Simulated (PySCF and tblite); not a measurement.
The numbers below are computed, except where a source is named.
C3H5Cl, numbered as in [CH2:1]=[CH:2][CH2:3][Cl:4].

Geometries PBE0-D3(BJ)/def2-SVP; weights from PBE0-D3(BJ)/def2-TZVP energies and GFN2-xTB thermal corrections, with symmetry numbers and mirror pairs. Conformers within 4 kcal/mol (GFN2-xTB free energy) were kept, 5 at most. Of two unlike H on one atom, a is the less shielded (PBE0/pcSseg-1). Programs: PySCF with density fitting and tblite.

An NOE distance is ⟨r⁻⁶⟩^(−1/6) over all pairs of like atoms and, for the average, over conformers.

Torsions listed: C1–C2–C3–Cl4. Of a mirror pair one member is shown.

```json
{"conformer": "1", "shape": "120°", "weight %": "73.9"}
{"conformer": "2", "shape": "0°", "weight %": "26.1"}
```

(1) Which H–H contacts under 3.5 Å would NOEs report (pairs on one atom left out) at 298.15 K?

## Answers

(1) 
| pair | in 1 (Å) | in 2 (Å) | average (Å) |
| --- | --- | --- | --- |
| H1b ··· H2 | 2.45 | 2.44 | 2.45 |
| H2 ··· H3 | 2.75 | 2.52 | 2.67 |
| H1a ··· H3 | 2.69 | 3.57 | 2.80 |
| H1a ··· H2 | 3.09 | 3.08 | 3.09 |

Longer pairs under the limit may be missing.
